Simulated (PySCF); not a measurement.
**Dipole moment and polarisability of 2-methylpentane**

2-methylpentane, C6H14.
Numbering: `[CH3:1][CH2:2][CH2:3][CH:4]([CH3:5])[CH3:6]` (hydrogens: H7, H8, H9 on C1; H10, H11 on C2; H12, H13 on C3; H14 on C4; H15, H16, H17 on C5; H18, H19, H20 on C6)

Cartesian coordinates in Å at the GFN2-xTB level; atoms count from 1:
```
atom  x, y, z in Å
C1     2.7496   -0.5585   -0.1331
C2     1.3685   -0.5685    0.5113
C3     0.3790    0.2965   -0.2661
C4    -0.9889    0.4350    0.4110
C5    -1.8485    1.4372   -0.3581
C6    -1.7165   -0.9043    0.5027
H7     2.6971   -0.9365   -1.1520
H8     3.4392   -1.1843    0.4291
H9     3.1507    0.4525   -0.1641
H10    1.4439   -0.1971    1.5362
H11    1.0067   -1.5967    0.5541
H12    0.2420   -0.1225   -1.2661
H13    0.8100    1.2943   -0.3839
H14   -0.8342    0.8177    1.4266
H15   -2.8148    1.5657    0.1247
H16   -1.3600    2.4076   -0.4085
H17   -2.0184    1.0867   -1.3741
H18   -1.1811   -1.6011    1.1418
H19   -2.7126   -0.7649    0.9172
H20   -1.8168   -1.3481   -0.4856
```

Level: PBE0/def2-SVPD (PySCF), static field, nuclei fixed, core orbitals frozen in the response. The polarisability tensor in these axes (au):

```
x   84.98 -3.56 -0.79
y   -3.56 72.47 -2.71
z   -0.79 -2.71 67.95
```

Diagonalise the tensor; give its mean and Δα, where Δα² is half the sum of the squared differences of the eigenvalues.

Principal values 66.39, 73.08 and 85.92 au; mean 75.13 au = 11.13 Å³ = 12.39 × 10⁻⁴⁰ C²·m²/J; Δα = 17.19 au (23 % of the mean).

What is the dipole moment?

0.13 D at this geometry.

Find the Langevin capture rate constant for NH4+ (18.034 u) meeting this molecule (86.110 u), k = 2.342 × 10⁻⁹ cm³/s × √(α in Å³ / reduced mass in u).

The reduced mass is 14.91 u, so k = 2.02 × 10⁻⁹ cm³/s.

Give the eigenvalues of the traceless quadrupole moment Θ = ½Σq(3rr − r²1), origin at the centre of nuclear charge.

-1.08, -0.34, 1.43 D·Å. The values depend on the origin, since the dipole doesn't vanish. The electronic extent ⟨r²⟩ about the same centre is 890 bohr², a root-mean-square distance of 2.23 Å for the 50 electrons.

Directions of the eigenvectors, and the extent of the frame along each?

Largest value along (0.97, -0.25, 0.00), where the nuclei span 6.75 Å; middle along (0.22, 0.85, -0.48), 4.11 Å; least along (0.13, 0.46, 0.88), 2.81 Å. The response follows the extents in order.

Isolated species at its GFN2-xTB geometry (one conformer only).
